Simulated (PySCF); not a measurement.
These 3 structures share the formula C3H5N. Method: PySCF 2.14.0, PBE0-D3(BJ)/def2-SVP geometry optimisation, gas phase. Energies are electronic, without zero-point or thermal terms, for one conformer each. No frequencies were run at this level. Point groups hold within 0.08 Å.

Problem. Order them by energy at this level, lowest first, and give relative energies in kcal/mol.
A. `[H]/[N:4]=[CH:3]\[CH:2]=[CH2:1]` with C1–C2–C3–N4 180°
B. `C1(CN=1)C`
C. `CCC#N` (ethyl cyanide)

Solution. C (0.0), A (19.3), B (33.0).

As drawn, the lowest has a C≡N group, which the highest lacks; the highest has a three-membered ring and a C=N bond, which the lowest lacks.

```csv
SMILES,E (Eh),E rel (kcal/mol),dipole (D),point group,"A, B, C (MHz)"
CCC#N,-171.73334,0.0,3.90,Cs,"28116, 4690, 4233"
[H]/N=C\C=C,-171.70266,19.3,2.52,Cs,"44169, 4565, 4138"
CC1=NC1,-171.68071,33.0,2.70,Cs,"23090, 6603, 5505"
```
